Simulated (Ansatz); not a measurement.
Reactions of dimethyl sulfoxide (`CS(C)=O`).

Calculated with Ansatz (gas phase, PBE0-D4/def2-TZVP geometries, no zero-point term in ΔE). CCSD(T)/CBS is the MP2 limit (def2-TZVPP, def2-QZVPP) plus CCSD(T) − MP2 in def2-TZVPP, frozen cores. This one scheme is used for every species, atoms too. Functionals use def2-TZVPP. No spin–orbit coupling; open shells (•) take unrestricted orbitals. Spin–orbit coupling would lower the free atoms: a little for C, Cl, F, O, S.

```tsv
reaction	CCSD(T)/CBS(def2) (eV)
`CS(C)=O` → `[CH2]S(C)=O`• + H•	4.76
`CS(C)=O` + H• → `[CH2]S(C)=O`• + H₂	?
`CS(C)=O` + Cl• → `[CH2]S(C)=O`• + HCl	0.09
`CS(C)=O` → `[CH3]`• + `C[S]=O`•	2.58
`CS(C)=O` + F• → `[CH2]S(C)=O`• + H–F	-1.42
`CS(C)=O` → 2 C• + 6 H• + O• + S•	37.13
`CS(C)=O` + `[CH3]`• → `[CH2]S(C)=O`• + CH₄	?
```

**Question.** Fill in the missing values. (Best estimate.)

**Answer.** The calculation gave: `CS(C)=O` + H• → `[CH2]S(C)=O`• + H₂: -0.01 eV; `CS(C)=O` + `[CH3]`• → `[CH2]S(C)=O`• + CH₄: -0.14 eV.

Largest T1 diagnostic: 0.022, for `[CH2]S(C)=O`•.
